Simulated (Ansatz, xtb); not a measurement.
Molecule: C4H5N2, net charge 1, singlet state. It need not be the lowest isomer of its formula. 
Coordinates optimised at B3LYP-D3(BJ)/def2-TZVP (Ansatz, a first-principles code):
```xyz
11

C      1.2002    -0.6485    -0.0615
C      1.1210     0.7303     0.0624
N     -0.1017     1.2793     0.1150
C     -1.2224     0.5448     0.0522
C     -1.0827    -0.8292    -0.0713
N      0.1122    -1.4108    -0.1268
H      2.1644    -1.1384    -0.1081
H      1.9750     1.3892     0.1191
H     -0.1820     2.2884     0.2057
H     -2.1699     1.0612     0.1012
H     -1.9574    -1.4647    -0.1259
```
Charge +1, spin multiplicity 1.

Harmonic wavenumbers from GFN2-xTB (xtb, at its own minimum), cm⁻¹: 288, 344, 578, 637, 700, 719, 881, 888, 911, 931, 991, 1077, 1077, 1108, 1175, 1207, 1230, 1260, 1404, 1407, 1531, 1550, 3078, 3079, 3091, 3092, 3275.

**Question.** Give the harmonic wavenumbers at B3LYP-D3(BJ)/def2-TZVP (Ansatz, finite differences of forces, unscaled).

**Answer.** 362, 410, 612, 693, 737, 763, 909, 939, 1016, 1024, 1034, 1050, 1095, 1140, 1237, 1243, 1318, 1401, 1513, 1534, 1642, 1643, 3202, 3206, 3235, 3236, 3519 cm⁻¹. Zero-point energy 56.8 kcal/mol.

**Question.** From these and the geometry, give the ideal-gas thermochemistry at 298.15 K and 1 atm (rigid rotor, harmonic oscillator).

**Answer.** Point group C2v, rotational symmetry number 2. Rotational constants 6.162, 5.837, 2.998 GHz. S(trans) 39.09, S(rot) 24.13, S(vib) 4.14, S(elec, spin only) 0.00, S 67.4 cal/(mol K). H(298) - H(0) 3.28 kcal/mol; G - E(el) 40.0 kcal/mol.
